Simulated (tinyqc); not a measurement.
Worked calculation: UHF in the sto-3g basis, for BH, spin multiplicity 3. One step of it, computed by the program tinyqc.

Question. Iteration 1: building the Fock matrix. J_ij = sum D_kl (ij|kl) with D = D(alpha) + D(beta), K_ij = sum D_kl (ik|jl) for each spin; F = H + J - K(s); E = tr D H + tr D J / 2 - 0.5 sum_s tr D(s) K(s) + E_nn.

D(alpha) at the start, order 1B 1s, 1B 2s, 1B 2px, 1B 2py, 1B 2pz, 2H 1s:
```
[[1.080138, -0.299225, 0.000000, 0.000000, -0.010239, 0.021475],
 [-0.299225, 1.115627, 0.000000, 0.000000, 0.044222, -0.072048],
 [0.000000, 0.000000, 0.904002, 0.294589, 0.000000, 0.000000],
 [0.000000, 0.000000, 0.294589, 0.095998, 0.000000, 0.000000],
 [-0.010239, 0.044222, 0.000000, 0.000000, 1.052009, -0.090844],
 [0.021475, -0.072048, 0.000000, 0.000000, -0.090844, 0.012030]]
```

D(beta) at the start, order 1B 1s, 1B 2s, 1B 2px, 1B 2py, 1B 2pz, 2H 1s:
```
[[1.064020, -0.236300, 0.000000, 0.000000, -0.122637, 0.027039],
 [-0.236300, 0.869977, 0.000000, 0.000000, 0.483008, -0.093768],
 [0.000000, 0.000000, 0.000000, 0.000000, 0.000000, 0.000000],
 [0.000000, 0.000000, 0.000000, 0.000000, 0.000000, 0.000000],
 [-0.122637, 0.483008, 0.000000, 0.000000, 0.268238, -0.052046],
 [0.027039, -0.093768, 0.000000, 0.000000, -0.052046, 0.010109]]
```

core Hamiltonian H = T + V (hartree), order 1B 1s, 1B 2s, 1B 2px, 1B 2py, 1B 2pz, 2H 1s:
```
[[-12.646333, -3.274928, 0.000000, 0.000000, -0.009941, -0.309517],
 [-3.274928, -3.735840, 0.000000, 0.000000, -0.098210, -0.891316],
 [0.000000, 0.000000, -2.919974, 0.000000, 0.000000, 0.000000],
 [0.000000, 0.000000, 0.000000, -2.919974, 0.000000, 0.000000],
 [-0.009941, -0.098210, 0.000000, 0.000000, -2.982049, -0.925239],
 [-0.309517, -0.891316, 0.000000, 0.000000, -0.925239, -2.089055]]
```

Two-electron integrals (ij|kl) in chemists' order, unique and non-zero (hartree):
```
(11|11) 2.923513   (21|11) 0.518376   (21|21) 0.109262   (22|11) 0.744229
(22|21) 0.193177   (22|22) 0.544804   (31|31) 0.020264   (32|31) 0.029996
(32|32) 0.120346   (33|11) 0.742491   (33|21) 0.193240   (33|22) 0.544682
(33|33) 0.586773   (41|41) 0.020264   (42|41) 0.029996   (42|42) 0.120346
(43|43) 0.031630   (44|11) 0.742491   (44|21) 0.193240   (44|22) 0.544682
(44|33) 0.523513   (44|44) 0.586773   (51|51) 0.020264   (52|51) 0.029996
(52|52) 0.120346   (53|53) 0.031630   (54|54) 0.031630   (55|11) 0.742491
(55|21) 0.193240   (55|22) 0.544682   (55|33) 0.523513   (55|44) 0.523513
(55|55) 0.586773   (61|11) 0.048051   (61|21) 0.010095   (61|22) 0.017924
(61|33) 0.017851   (61|44) 0.017851   (61|51) 0.000702   (61|52) 0.001308
(61|55) 0.018082   (61|61) 0.000960   (62|11) 0.143371   (62|21) 0.037951
(62|22) 0.121624   (62|33) 0.117944   (62|44) 0.117944   (62|51) 0.004103
(62|52) 0.027449   (62|55) 0.128857   (62|61) 0.003738   (62|62) 0.041904
(63|31) 0.003366   (63|32) 0.016713   (63|53) 0.004811   (63|63) 0.003952
(64|41) 0.003366   (64|42) 0.016713   (64|54) 0.004811   (64|64) 0.003952
(65|11) 0.147019   (65|21) 0.039365   (65|22) 0.132886   (65|33) 0.126148
(65|44) 0.126148   (65|51) 0.006863   (65|52) 0.043135   (65|55) 0.146206
(65|61) 0.004013   (65|62) 0.053108   (65|65) 0.069882   (66|11) 0.324399
(66|21) 0.087299   (66|22) 0.317505   (66|33) 0.300876   (66|44) 0.300876
(66|51) 0.009681   (66|52) 0.089268   (66|55) 0.350280   (66|61) 0.008653
(66|62) 0.150991   (66|65) 0.205907   (66|66) 0.774606
```

nuclear repulsion = 1.62623605 hartree

Give: Coulomb J; exchange K(alpha); exchange K(beta); F(alpha); F(beta); total energy of this density.

Answer.

Coulomb J (hartree), order 1B 1s, 1B 2s, 1B 2px, 1B 2py, 1B 2pz, 2H 1s:
```
[[8.836, 1.805, 0.000, 0.000, 0.023, 0.169],
 [1.805, 3.665, 0.000, 0.000, 0.100, 0.799],
 [0.000, 0.000, 3.672, 0.019, 0.000, 0.000],
 [0.000, 0.000, 0.019, 3.621, 0.000, 0.000],
 [0.023, 0.100, 0.000, 0.000, 3.690, 0.867],
 [0.169, 0.799, 0.000, 0.000, 0.867, 1.996]]
```

exchange K(alpha) (hartree), order 1B 1s, 1B 2s, 1B 2px, 1B 2py, 1B 2pz, 2H 1s:
```
[[3.012, 0.580, 0.000, 0.000, 0.000, 0.059],
 [0.580, 0.837, 0.000, 0.000, 0.002, 0.164],
 [0.000, 0.000, 0.702, 0.164, 0.000, 0.000],
 [0.000, 0.000, 0.164, 0.253, 0.000, 0.000],
 [0.000, 0.002, 0.000, 0.000, 0.755, 0.150],
 [0.059, 0.164, 0.000, 0.000, 0.150, 0.078]]
```

exchange K(beta) (hartree), order 1B 1s, 1B 2s, 1B 2px, 1B 2py, 1B 2pz, 2H 1s:
```
[[2.967, 0.525, 0.000, 0.000, 0.013, 0.052],
 [0.525, 0.508, 0.000, 0.000, 0.272, 0.150],
 [0.000, 0.000, 0.117, 0.000, 0.000, 0.000],
 [0.000, 0.000, 0.000, 0.117, 0.000, 0.000],
 [0.013, 0.272, 0.000, 0.000, 0.247, 0.110],
 [0.052, 0.150, 0.000, 0.000, 0.110, 0.063]]
```

F(alpha) (hartree), order 1B 1s, 1B 2s, 1B 2px, 1B 2py, 1B 2pz, 2H 1s:
```
[[-6.822, -2.050, 0.000, 0.000, 0.013, -0.200],
 [-2.050, -0.908, 0.000, 0.000, 0.000, -0.256],
 [0.000, 0.000, 0.050, -0.145, 0.000, 0.000],
 [0.000, 0.000, -0.145, 0.447, 0.000, 0.000],
 [0.013, 0.000, 0.000, 0.000, -0.048, -0.208],
 [-0.200, -0.256, 0.000, 0.000, -0.208, -0.171]]
```

F(beta) (hartree), order 1B 1s, 1B 2s, 1B 2px, 1B 2py, 1B 2pz, 2H 1s:
```
[[-6.777, -1.994, 0.000, 0.000, 0.000, -0.193],
 [-1.994, -0.579, 0.000, 0.000, -0.270, -0.243],
 [0.000, 0.000, 0.635, 0.019, 0.000, 0.000],
 [0.000, 0.000, 0.019, 0.583, 0.000, 0.000],
 [0.000, -0.270, 0.000, 0.000, 0.460, -0.168],
 [-0.193, -0.243, 0.000, 0.000, -0.168, -0.156]]
```

total energy of this density = -24.12241 hartree
